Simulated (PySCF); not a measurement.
Species: H₄OSi.
Bonds: O1–Si2. Hydrogens: H3 on O1; H4, H5, H6 on Si2.

A GFN2-xTB structure was refined with PBE0-D3(BJ)/def2-SVP geometry optimisation, gas phase in PySCF. Its GFN2-xTB values:

```
coordinate  GFN2-xTB
    O1–Si2   1.655 Å
     O1–H3   0.930 Å
    Si2–H4   1.450 Å
    Si2–H6   1.452 Å
 O1–Si2–H4    108.5°
 O1–Si2–H6    101.5°
 Si2–O1–H3    119.9°
 H4–Si2–H5    108.6°
 H4–Si2–H6    114.3°
```

Q: How do these coordinates change at the PBE0-D3(BJ)/def2-SVP level?

A: 
| coordinate | PBE0-D3(BJ)/def2-SVP (Å or °) | change |
| --- | --- | --- |
| Si2–H4 | 1.497 | +0.047 |
| Si2–H6 | 1.487 | +0.035 |
| O1–H3 | 0.961 | +0.031 |
| O1–Si2 | 1.666 | +0.011 |
| H4–Si2–H6 | 109.4 | -4.9 |
| O1–Si2–H6 | 106.3 | +4.8 |
| O1–Si2–H4 | 112.0 | +3.5 |
| Si2–O1–H3 | 116.8 | -3.1 |
| H4–Si2–H5 | 107.7 | -0.9 |

The energy falls by 11.1 kJ/mol over 4 energy and gradient evaluations, the largest force component goes from 0.0262 to 2.6e-04 Eh/bohr, and the atoms move by 0.056 Å rms after alignment. The bond that changes most is Si2–H4 (oxygen-bound silicon to Si–H hydrogen), which lengthens by 0.047 Å. Bonds longer at the end by more than 0.005 Å: 5 of 5; shorter: 0. Rotational constants go from 78384, 13962, 13661 to 76299, 13589, 13327 MHz.

The run used 52 basis functions and 24 SCF cycles in all. On Arm Neoverse V1, one thread, shared host, this took 3.0 s and 0.27 GiB of memory at its peak.

No PBE0-D3(BJ)/def2-SVP frequencies stand behind this structure, so it isn't proved a minimum.
